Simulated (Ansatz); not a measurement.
**Lanthanum, dhcp: convergence with the plane-wave cutoff**

Computed with Ansatz, LDA, scalar-relativistic PAW, on the relaxed cell (a = 3.600 Å, c = 11.552 Å (c/a = 3.209); spin not included). Errors count from a run at 420 eV on a Γ-centred 13×13×4 mesh with Fermi-Dirac smearing of 0.1 eV, extrapolated to zero width. Fixed here: mesh 10×10×3, Fermi-Dirac width 0.1 eV. The pressure holds a Pulay correction and is unreliable far below the recommended cutoff. The SCF starts from atomic densities corrected by a trained network.

| cutoff (eV) | E(σ→0) error (meV/atom) | P (GPa) | SCF iterations |
| --- | --- | --- | --- |
| 150 | 2593.8 | 2.96 | 6 |
| 200 | 999.1 | 0.93 | 6 |
| 250 | 263.3 | 0.36 | 6 |
| 300 | 47.2 | 0.03 | 7 |
| 350 | 8.3 | -0.01 | 7 |
| 420 | 3.8 | -0.01 | 7 |
| 500 | 3.7 | -0.01 | 7 |
| 600 | 3.6 | -0.01 | 7 |
| 800 | 3.5 | -0.01 | 6 |

Within 5 meV/atom of the last row: from 350 eV on.
